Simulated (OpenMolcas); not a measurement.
# CH2Cl2 (SMILES ClCCl): TPSS/def2-TZVP, part 2 of 2

OpenMolcas 26.06.

### 3 The triplet at the same level

job.input reads:

```
&GATEWAY
BasLib
$CurrDir
Coord
5
bohr
Cl     3.08167088    -0.63999355     0.50145772
C     -0.19103241    -0.15622366     0.11884488
Cl    -0.89614592     2.42725872    -1.86092670
H     -0.99212511    -1.84569551    -0.72582491
H     -1.00232963     0.21467289     1.96646790
Basis
def2-TZVP
Group
NoSym
&SEWARD
GridInput
Grid=Fine
End of Grid
&SCF
UHF
Spin
3
KSDFT
2
1.0 MGGA_X_TPSS
1.0 MGGA_C_TPSS
PrOrbitals
1 1
```

The basis set def2-TZVP is read from a file made from the Basis Set Exchange's data (not shown).

On the command line:

```
$ export MOLCAS_MEM=1860
$ pymolcas job.input > job.log
```

Standard output:

```text
--- Start Module: gateway ---

                                              &GATEWAY

                       available to each process: 1.9 GB of memory, 1 thread

 Basis Set     1 Label: CL.DEF2-TZVP
 Basis set is read from library:.
 basistype.tbl is not found

 Basis Set     2 Label: C.DEF2-TZVP
 Basis set is read from library:.
 basistype.tbl is not found

 Basis Set     3 Label: CL.DEF2-TZVP
 Basis set is read from library:.
 basistype.tbl is not found

 Basis Set     4 Label: H.DEF2-TZVP
 Basis set is read from library:.
 basistype.tbl is not found

++    Symmetry information:
      ---------------------

                    Character Table for C1

                             E
                    a        1  x, y, xy, Rz, z, xz, Ry, yz, Rx, I
--

++    Basis set information:
      ----------------------

      Basis set label: CL.DEF2-TZVP.........

      Electronic valence basis set:
      ------------------
      Associated Effective Charge  17.000000 au
      Associated Actual Charge     17.000000 au
      Nuclear Model: Point charge

      Shell  nPrim  nBasis  Cartesian Spherical Contaminant
         s      14       5        X
         p       9       5        X
         d       3       2                 X
         f       1       1                 X

      Basis set label: C.DEF2-TZVP.........

      Electronic valence basis set:
      ------------------
      Associated Effective Charge   6.000000 au
      Associated Actual Charge      6.000000 au
      Nuclear Model: Point charge

      Shell  nPrim  nBasis  Cartesian Spherical Contaminant
         s      11       5        X
         p       6       3        X
         d       2       2                 X
         f       1       1                 X

      Basis set label: CL.DEF2-TZVP.........

      Electronic valence basis set:
      ------------------
      Associated Effective Charge  17.000000 au
      Associated Actual Charge     17.000000 au
      Nuclear Model: Point charge

      Shell  nPrim  nBasis  Cartesian Spherical Contaminant
         s      14       5        X
         p       9       5        X
         d       3       2                 X
         f       1       1                 X

      Basis set label: H.DEF2-TZVP.........

      Electronic valence basis set:
      ------------------
      Associated Effective Charge   1.000000 au
      Associated Actual Charge      1.000000 au
      Nuclear Model: Point charge

      Shell  nPrim  nBasis  Cartesian Spherical Contaminant
         s       5       3        X
         p       1       1        X
--

++    Molecular structure info:
      -------------------------

                    ************************************************
                    **** Cartesian Coordinates / bohr, angstrom ****
                    ************************************************

     Center  Label                x              y              z                     x              y              z
        1      CL1              3.081671      -0.639994       0.501458              1.630750      -0.338670       0.265360
        2      C2              -0.191032      -0.156224       0.118845             -0.101090      -0.082670       0.062890
        3      CL3             -0.896146       2.427259      -1.860927             -0.474220       1.284450      -0.984760
        4      H4              -0.992125      -1.845696      -0.725825             -0.525010      -0.976700      -0.384090
        5      H5              -1.002330       0.214673       1.966468             -0.530410       0.113600       1.040610

                    ***************************************
                    *    InterNuclear Distances / bohr    *
                    ***************************************

               1 CL1           2 C2            3 CL3           4 H4            5 H5
    1 CL1      0.000000
    2 C2       3.330317        0.000000
    3 CL3      5.550849        3.330325        0.000000
    4 H4       4.422189        2.051714        4.422195        0.000000
    5 H5       4.422191        2.051701        4.422190        3.390230        0.000000

                    *******************************************
                    *    InterNuclear Distances / angstrom    *
                    *******************************************

               1 CL1           2 C2            3 CL3           4 H4            5 H5
    1 CL1      0.000000
    2 C2       1.762328        0.000000
    3 CL3      2.937383        1.762332        0.000000
    4 H4       2.340122        1.085720        2.340125        0.000000
    5 H5       2.340122        1.085714        2.340122        1.794033        0.000000

                    **************************************
                    *    Valence Bond Angles / degree    *
                    **************************************
                          Atom centers                 Phi
                      4 H4       2 C2       5 H5       111.42
--

            Nuclear Potential Energy            134.84021189 au

--- Stop Module: gateway /rc=_RC_ALL_IS_WELL_ ---

--- Start Module: seward ---

                                              &SEWARD

                       available to each process: 1.9 GB of memory, 1 thread

[... 43 lines left out ...]
      Nuclear repulsion energy =  134.84021189
[... 65 lines left out ...]
++ Convergence information
                               UHF [...]      iterations: Energy and convergence statistics
[... 30 lines left out ...]
       Convergence after  26 Iterations
[... 3 lines left out ...]
 *                                             SCF/KS-DFT Program, Final results                                             *
 *                                                       Final Results                                                       *
[... 38 lines left out ...]
          Orbital           41        42        43
          Energy            0.4036    0.4096    0.4160
          Occ. No.          0.0000    0.0000    0.0000

--

      All orbitals with orbital energies smaller than  E(LUMO)+0.5 are printed

++    Molecular orbitals:
      -------------------

      Title: UKS-DFT orbitals (beta)

      Molecular orbitals for symmetry species 1: a

          Orbital            1         2         3         4         5         6         7         8         9        10
          Energy         -101.0134 -101.0134  -10.0421   -9.2619   -9.2619   -7.0370   -7.0370   -7.0344   -7.0344   -7.0305
          Occ. No.          1.0000    1.0000    1.0000    1.0000    1.0000    1.0000    1.0000    1.0000    1.0000    1.0000

          Orbital           11        12        13        14        15        16        17        18        19        20
          Energy           -7.0305   -0.8305   -0.7637   -0.6098   -0.4446   -0.4048   -0.4000   -0.2974   -0.2890   -0.2759
          Occ. No.          1.0000    1.0000    1.0000    1.0000    1.0000    1.0000    1.0000    1.0000    1.0000    1.0000

          Orbital           21        22        23        24        25        26        27        28        29
          Energy           -0.2658   -0.0005    0.0178    0.0407    0.0767    0.1559    0.1573    0.2162    0.2184
          Occ. No.          0.0000    0.0000    0.0000    0.0000    0.0000    0.0000    0.0000    0.0000    0.0000

--

++    Molecular charges:
      ------------------

      Mulliken charges per centre and basis function type
      ---------------------------------------------------

                            CL1                     C2                      CL3                     H4                      H5
                     alpha        beta       alpha        beta       alpha        beta       alpha        beta       alpha        beta
      1s           2.9734      2.9656      1.7012      1.5672      2.9734      2.9656      0.4684      0.3588      0.4684      0.3588
      2px          1.8380      1.6716      0.4987      0.3788      1.9834      1.9543      0.0037      0.0026      0.0037      0.0026
      2pz          1.9822      1.7131      0.5221      0.4467      1.9284      1.6087      0.0030      0.0027      0.0058      0.0052
[... 16 lines of this table left out ...]
      Charge           -0.0626                 -0.1761                 -0.0626                  0.1507                  0.1507

      Total electronic charge=   42.000000

      Total            charge=   -0.000000
--

++    Molecular orbitals:
      -------------------

      Title: Natural orbitals

      Molecular orbitals for symmetry species 1: a

          Orbital            1         2         3         4         5         6         7         8         9        10
          Energy         -101.0155 -101.0154  -10.0352   -9.2602   -9.2560   -7.0305   -7.0328   -7.0402   -7.0468   -7.0365
          Occ. No.          2.0000    2.0000    2.0000    2.0000    2.0000    2.0000    2.0000    2.0000    2.0000    2.0000

          Orbital           11        12        13        14        15        16        17        18        19        20
          Energy           -7.0378   -0.4577   -0.4440   -0.4535   -0.4591   -0.7692   -0.6783   -0.3111   -0.3489   -0.5157
          Occ. No.          2.0000    2.0000    1.9999    1.9999    1.9999    1.9998    1.9998    1.9998    1.9997    1.9994

          Orbital           21        22        23        24        25        26        27        28        29        30
          Energy           -0.2852   -0.0237    0.7427    0.3820    0.5733    0.5874    0.6565    0.7357    0.5218    1.0973
          Occ. No.          1.0000    1.0000    0.0006    0.0003    0.0002    0.0002    0.0002    0.0001    0.0001    0.0001

          Orbital           31        32        33        34        35        36        37        38        39        40
          Energy            0.8656    6.5779    8.7571    5.2339    6.3128    7.2126    3.6887    5.2015    5.7070    5.4789
          Occ. No.          0.0000    0.0000    0.0000    0.0000    0.0000    0.0000    0.0000    0.0000    0.0000    0.0000

          Orbital           41        42        43        44        45        46        47        48        49        50
          Energy           16.2883   16.5882    1.1235    0.4871    0.4105    0.6166    1.1608    0.9399    0.5219    0.8669
          Occ. No.          0.0000    0.0000    0.0000    0.0000    0.0000    0.0000    0.0000    0.0000    0.0000    0.0000

          Orbital           51        52        53        54        55        56        57        58        59        60
          Energy            0.7413    2.6179    0.4166    1.7909    0.9166    1.3229    1.7218    1.7064    4.7959    4.9939
          Occ. No.          0.0000    0.0000    0.0000    0.0000    0.0000    0.0000    0.0000    0.0000    0.0000    0.0000

          Orbital           61        62        63        64        65        66        67        68        69        70
          Energy            0.9146    1.1822    1.3835    3.5886    1.6267    4.2865    2.3476    0.7472    1.5239    0.8677
          Occ. No.          0.0000    0.0000    0.0000    0.0000    0.0000    0.0000    0.0000    0.0000    0.0000    0.0000

          Orbital           71        72        73        74        75        76        77        78        79        80
          Energy            1.2393    2.0284    2.0590    1.9073    6.4095    1.4600    1.2923    2.0258    1.6703    5.4922
          Occ. No.          0.0000    0.0000    0.0000    0.0000    0.0000    0.0000    0.0000    0.0000    0.0000    0.0000

          Orbital           81        82        83        84        85        86        87        88        89        90
          Energy            2.4929    1.8411    6.0346    1.9925    2.0172    4.1038    1.4000    2.5828   18.2697    2.0482
          Occ. No.          0.0000    0.0000    0.0000    0.0000    0.0000    0.0000    0.0000    0.0000    0.0000    0.0000

          Orbital           91        92        93        94        95        96        97        98        99       100
          Energy            2.7218    2.3667    2.9449    3.1283    1.9863    1.9434    2.5968    1.0470    4.0226    3.3234
          Occ. No.          0.0000    0.0000    0.0000    0.0000    0.0000    0.0000    0.0000    0.0000    0.0000    0.0000

          Orbital          101       102       103
          Energy            3.3618    3.0620    3.3998
          Occ. No.          0.0000    0.0000    0.0000

--

++    Molecular properties:
      ---------------------

      Charge (e):
                      =   -0.0000
      Dipole Moment (debye):
      Origin of the operator (angstrom)=    0.4546    0.3718   -0.2828
                   X= -8.8703E-01               Y= -7.2540E-01               Z=  5.5177E-01           Total=  1.2718E+00
      Quadrupole Moment (debye*angstrom):
      Origin of the operator (angstrom)=    0.4546    0.3718   -0.2828
                  XX= -3.3733E+01              XY=  2.0779E+00              XZ= -1.6054E+00              YY= -3.2151E+01
                  YZ=  1.8737E+00              ZZ= -3.1153E+01
      In traceless form (debye*angstrom)
                  XX= -2.0810E+00              XY=  3.1168E+00              XZ= -2.4081E+00              YY=  2.9199E-01
                  YZ=  2.8105E+00              ZZ=  1.7890E+00
--

--- Stop Module: scf /rc=_RC_ALL_IS_WELL_ ---
--- Module scf spent 43 seconds ---

.##################.
.# Happy landing! #.
.##################.

    Timing: Wall=49.32 User=43.62 System=5.67
```

It took 50 s on 1 thread of Arm Neoverse V1, shared host; peak memory 0.72 GiB.

### 4 Summary of results

What follows sums up all 2 parts.

Level: TPSS/def2-TZVP.

| quantity | value |
| --- | --- |
| singlet: total energy | -959.79602 Eh |
| singlet: dipole moment | 1.64 D |
| singlet: HOMO energy | -7.39 eV |
| singlet: LUMO energy | -0.93 eV |
| singlet: HOMO–LUMO gap | 6.46 eV |
| triplet: total energy | -959.57011 Eh |
| triplet: dipole moment | 1.27 D |
| triplet: HOMO energy (highest over α and β) | -1.37 eV |
| triplet: ⟨S²⟩ | 2.004 |
| vertical energy of the triplet above the singlet | 6.147 eV |

What this shows: This program's gradients are faulty for this kind of reference, so any forces in the log (triplet) can't be trusted; the energy can. At this shape the triplet lies 6.15 eV (593 kJ/mol) above the singlet. At TPSS/def2-TZVP: The measured dipole moment is 1.60 D (NIST CCCBDB); the computed value is 0.04 D (2.3 %) too high.
